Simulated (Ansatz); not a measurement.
# H$_{3}$S⁺, triplet: reading a ladder of total energies

Geometry: a PBE0/def2-TZVP stationary point for this spin, not checked as a minimum. The singlet lies 1.8 eV lower here.

```yaml
atoms:
  - { symbol: S, position_ang: [0.0000, -0.0391, 0.0000] }
  - { symbol: H, position_ang: [0.0000, 1.3184, 0.0000] }
  - { symbol: H, position_ang: [0.0000, -0.0372, 1.5201] }
  - { symbol: H, position_ang: [0.0000, -0.0372, -1.5201] }
```

Basis 6-31G; Ansatz 0.2.0. Only valence electrons are correlated (noble-gas cores frozen), which leaves 8 electrons in 14 orbitals. R marks a restricted (for open shells ROHF) determinant, U an unrestricted one.

Full CI is exact within this basis and frozen core; it isn't the basis-set limit. The frozen core follows each run's orbitals, which can shift R against U totals by a few meV.

UCCSD has a T1 diagnostic of 0.017 and a largest doubles amplitude of 0.13.

Runs differ by some tens of microhartree through their thresholds and, for an open shell, their frozen cores, so the step to full CI, which has another core, is uncertain by up to 0.1 kcal/mol.

```json
{"level": "UHF", "total energy (hartree)": "-398.720448"}
{"level": "UMP2", "total energy (hartree)": "-398.770889"}
{"level": "UCCSD", "total energy (hartree)": "-398.792829"}
{"level": "UCCSD(T)", "total energy (hartree)": "-398.793548"}
{"level": "UCCSDT", "total energy (hartree)": "-398.793802"}
{"level": "UCCSDT(Q)", "total energy (hartree)": "-398.793824"}
{"level": "UCCSDTQ", "total energy (hartree)": "-398.793830"}
{"level": "full CI", "total energy (hartree)": "-398.793827"}
```

What is the correlation energy at full CI, and what share of it do UMP2 and UCCSD(T) recover?

E(corr) = -398.793827 − (-398.720448) = -0.073379 hartree = -1.997 eV. UMP2: -0.050441 / -0.073379 = 68.74 %. UCCSD(T): -0.073100 / -0.073379 = 99.62 %.

By how many kcal/mol does UCCSD(T) miss full CI (1 hartree = 627.509 kcal/mol), and which steps make up the rest?

-398.793548 − (-398.793827) = 0.000279 hartree = 0.18 kcal/mol. Steps: UCCSDT − UCCSD(T) = -0.16, UCCSDT(Q) − UCCSDT = -0.01, UCCSDTQ − UCCSDT(Q) = 0.00, full CI − UCCSDTQ = 0.00 kcal/mol. That is within 1 kcal/mol of the reference in this basis, which itself misses far more of the correlation at the basis-set limit.
